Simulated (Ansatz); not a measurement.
A run of Ansatz (development build ahead of 0.2.0) on singlet SiO at this shape:

```xyz
2

Si    0.0000    0.0000   -0.5096
O     0.0000    0.0000    0.8918
```

Its results:

* Converged: yes
* Total energy: -359.39094 hartree
* Spin squared of the determinant: 0.000

(1) Which input gives this output? Name the method, the orbitals and the basis set, and write the input.

## Answers

(1) RHF in STO-3G. An unrestricted run that stays on the closed shell gives the same numbers.

```yaml
crystal:
  periodic: [false, false, false]
  atoms:
    - { symbol: Si, position_ang: [0.0, 0.0, -0.50962] }
    - { symbol: O, position_ang: [0.0, 0.0, 0.89184] }
basis:
  gaussian: { orbitals: STO-3G }
hamiltonian:
  xc: hf
```
